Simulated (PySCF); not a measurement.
C4H5N2 (charge +1).
Atom-mapped SMILES: `[CH3:1][C:2]#[N+:3][CH2:4][C:5]#[N:6]` (hydrogens: H7, H8, H9 on C1; H10, H11 on C4)

The geometry is computed with GFN2-xTB (gas phase).

(1) What internal coordinates does the optimisation give?

## Answers

(1) 
```json
{"bond": "C1–C2", "length (bohr)": "2.637"}
{"bond": "C2≡N3", "length (bohr)": "2.177"}
{"bond": "N3–C4", "length (bohr)": "2.622"}
{"bond": "C4–C5", "length (bohr)": "2.762"}
{"bond": "C5≡N6", "length (bohr)": "2.149"}
{"bond": "C1–H7, C1–H8, C1–H9", "length (bohr)": "2.068"}
{"bond": "C4–H10, C4–H11", "length (bohr)": "2.075"}
```

Bonds in one row agree within 0.02 bohr and their mean is given. A selection of angles:
```json
{"angle": "C2–C1–H7", "degrees": "110.2"}
{"angle": "H7–C1–H8", "degrees": "108.9"}
{"angle": "C1–C2–N3", "degrees": "178.3"}
{"angle": "C2–N3–C4", "degrees": "174.4"}
{"angle": "N3–C4–C5", "degrees": "110.3"}
{"angle": "N3–C4–H10", "degrees": "109.4"}
{"angle": "C5–C4–H10", "degrees": "109.3"}
{"angle": "H10–C4–H11", "degrees": "109.2"}
{"angle": "C4–C5–N6", "degrees": "179.5"}
```

The 2 C–C bonds span 1.396 Å (C1–C2, drawn single) to 1.461 Å (C4–C5, drawn single), a spread of 0.065 Å. The C–N distances run from 1.137 Å (C5≡N6, drawn triple) to 1.387 Å (N3–C4, drawn single), a spread of 0.250 Å. The 6 heavy atoms lie in one plane (0.002 Å rms).

No GFN2-xTB frequencies stand behind this structure, so it isn't proved a minimum.
